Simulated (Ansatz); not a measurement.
Abridged output of a molecular run in Ansatz:

```
Functional definition: HF
1755 factors; integrals over basis functions are off by at most 9.3e-4 eV
mean field evaluation 1: about -17535.4269 eV, gradient 4.6e1 eV
mean field evaluation 2: about -17535.7624 eV, gradient 4.6e1 eV
mean field evaluation 4: about -17540.7155 eV, gradient 6.1e0 eV
mean field evaluation 8: about -17540.8473 eV, gradient 5.4e-1 eV
mean field evaluation 16: about -17540.8495 eV, gradient 2.9e-6 eV
mean field -17540.84950116 eV, -644.6143295527 hartree, gradient 2.9e-6 eV, S^2 0.000000; 0 other end points of the search recorded, 0 dependent functions left out
10 core orbitals not correlated: weight in the atoms' cores, before any rotation towards them, 1.000 or more for the frozen orbitals, at most 0.000 for the correlated occupied ones
reference -17540.84950116 eV, -644.6143295527 hartree; 18, 18 occupied and 267, 267 virtual orbitals, 1755 factors
second order -30.50572147 eV of doubles, -0.00000000 eV of singles
cycle   1  -30.77559876 eV  change   -2.7e-1 eV  update   1.2e-1
cycle   2  -31.53809819 eV  change   -7.6e-1 eV  update   3.8e-2
cycle   3  -31.72686179 eV  change   -1.9e-1 eV  update   2.0e-2
cycle   4  -31.71390917 eV  change    1.3e-2 eV  update   5.0e-3
cycle   5  -31.71227051 eV  change    1.6e-3 eV  update   2.4e-3
cycle   6  -31.71328316 eV  change   -1.0e-3 eV  update   8.3e-4
cycle   7  -31.71309803 eV  change    1.9e-4 eV  update   3.5e-4
cycle   8  -31.71293019 eV  change    1.7e-4 eV  update   1.3e-4
cycle   9  -31.71295124 eV  change   -2.1e-5 eV  update   6.3e-5
cycle  10  -31.71298137 eV  change   -3.0e-5 eV  update   3.5e-5
perturbative correction -1.39062726 eV, -0.0511046093 hartree
Total energy: -17573.95310979 eV, -645.8308647313 hartree
```

Its atoms:

Z-matrix (Å, degrees):
```
C
S 1 1.819
C 1 1.540 2 107.3
N 1 1.439 2 109.7 3 126.3
H 1 1.093 2 108.1 3 -116.0
H 2 1.342 1 95.4 3 178.6
C 3 1.504 1 111.3 2 -63.3
H 3 1.095 1 109.3 2 59.1
H 3 1.093 1 108.0 2 178.0
H 4 1.013 1 111.0 2 -61.8
H 4 1.014 1 111.0 2 177.2
O 7 1.201 3 123.0 1 -89.9
H 7 1.109 3 116.3 1 88.3
```

Problem. Which basis set was used?
A. cc-pV(D+d)Z
B. def2-SVP
C. def2-TZVPPD
D. def2-TZVPP

Solution. D. It gives 295 functions.

Problem. Write the keys of the input that set method, charge and spin (a neutral closed shell needs none for the last two).

Solution. 
```yaml
correlation: {method: ccsd_t}
```
